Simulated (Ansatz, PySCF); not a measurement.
Reaction (SMILES): OCl (HOCl) → OCl (HOCl) as doublet, charge +1 + e-

Wanted: adiabatic ionisation energy (0 K, with zero-point energies), in eV. Set-up: 6-311+G** with 5d, 6d on Na to Ar in Ansatz (a program for electronic structure); LANL2DZ with its own core potentials from Na on; spin-orbit terms left out; open shells spin-unrestricted; valence correlation only; no dispersion term unless named; six Cartesian d functions in 6-31G* and its kin unless marked 5d; non-relativistic. Ab initio and DFT rows: single points at B3LYP-D3(BJ) geometries (Ansatz), with unscaled harmonic terms from B3LYP/6-31G* at its own minima.

Measured values: CCCBDB table in ASE; they hold spin-orbit and core effects. 

Value to compare with, the measured value: 11.12 eV.

```
level                            program  adiabatic ionisation energy (0 K, with zero-point energies) (eV)  error
------------------------  --------------  ----------------------------------------------------------------  -----
HF/3-21G                          Ansatz                                                             10.96  -0.16
HF/6-31G*                         Ansatz                                                             10.47  -0.65
PBE/3-21G                         Ansatz                                                             10.90  -0.22
PBE/6-31G*                        Ansatz                                                             10.64  -0.48
PBE/def2-SVP                      Ansatz                                                             10.64  -0.48
BP86/def2-SVP                      PySCF                                                             10.80  -0.32
B3LYP/3-21G                       Ansatz                                                             11.19   0.07
B3LYP/LANL2DZ                     Ansatz                                                             11.65   0.53
B3LYP/6-31G*                      Ansatz                                                             10.91  -0.21
B3LYP/def2-SVP                    Ansatz                                                             10.90  -0.22
B3LYP/cc-pVDZ                     Ansatz                                                             10.92  -0.20
B3LYP/6-311+G**                   Ansatz                                                             11.16   0.04
M06-2X/6-31G* (5d)                 PySCF                                                             11.07  -0.05
MP2/STO-3G                        Ansatz                                                              9.14  -1.98
PBE0/def2-TZVPD                   Ansatz                                                             10.89  -0.23
wB97M-V/def2-TZVPD                Ansatz                                                             10.97  -0.15
B2PLYP-D3(BJ)/def2-TZVPD  Ansatz + dftd3                                                             10.91  -0.21
```

Among the 14 habitual levels, MP2/STO-3G lies farthest from the measured value (-1.98 eV); 3 of 14 lie above it, and their mean absolute error is 0.40 eV, the median 0.22. One case shows no general order.

The levels are drawn from those run, B3LYP/6-31G* more often than the rest, none by its result; runs whose electronic state is in doubt are left out.
